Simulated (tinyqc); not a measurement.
Inside a calculation. Method: Hueckel theory of the pi electrons, for the molecule C=CN=C (SMILES; centres numbered as the heavy atoms are written). Computed by tinyqc, a small Python program that keeps every step. Settings: charge = 0. Command: `OMP_NUM_THREADS=1 python tinyqc.py 26297 26298 out.jsonl` (the two numbers bound the seeds that draw the settings). One thread of a shared host (Intel(R) Xeon(R) Processor @ 2.60GHz), about 0.01 s of CPU time with the checks.

## The Hueckel matrix

Centres:
```
centre  z_r, pi electrons of the neutral centre         h
1C                                            1  0.000000
2C                                            1  0.000000
3N                                            1  0.430000
4C                                            1  0.000000
```

Bonds:
```
i  j  k
1  2  1
2  3  1
3  4  1
```

H_rr = alpha + h_r beta, H_rs = k_rs beta for bonded centres.

Hueckel matrix in units of beta (H = alpha + beta A):
```
          1C        2C        3N        4C
1C  0.000000  1.000000  0.000000  0.000000
2C  1.000000  0.000000  1.000000  0.000000
3N  0.000000  1.000000  0.430000  1.000000
4C  0.000000  0.000000  1.000000  0.000000
```

## Orbitals

pi electrons, sum of z_r less the charge = 4

Diagonalise; E = alpha + x beta with beta < 0, so the largest x are filled first; degenerate levels share their electrons. P = sum n_i c_ri c_si; each orbital has its largest coefficient positive (the first on a tie).

x values: 1.794965  0.674571  -0.557114  -1.482423

occupations: 2.000000  2.000000  0.000000  0.000000

coefficients:
```
         MO1        MO2        MO3        MO4
1C  0.305837   0.644874   0.548967  -0.435013
2C  0.548967   0.435013  -0.305837   0.644874
3N  0.679540  -0.351426  -0.378581  -0.520962
4C  0.378581  -0.520962   0.679540   0.351426
```

charge and bond-order matrix P:
```
           1C         2C         3N         4C
1C   1.018797   0.896846  -0.037593  -0.440341
2C   0.896846   0.981203   0.440341  -0.037593
3N  -0.037593   0.440341   1.170550   0.880681
4C  -0.440341  -0.037593   0.880681   0.829450
```

## Energy, charges, bond orders

E = sum n x; q_r = z_r - P_rr; bond order p = P_rs; free valence = sqrt(3) - sum of p over the bonds of the atom.

pi energy = 4 alpha + this times beta = 4.939073

pi charges: 1C -0.018797, 2C 0.018797, 3N -0.170550, 4C 0.170550

Bond orders and lengths from R = 1.517 - 0.180 p (angstrom, C-C alone):
```
bond         p         R
1-2   0.896846  1.355568
2-3   0.440341         -
3-4   0.880681         -
```

free valence of the carbons: 1C 0.835204, 2C 0.394864, 4C 0.851369

gap between the highest filled and the next level = 1.231685 |beta|
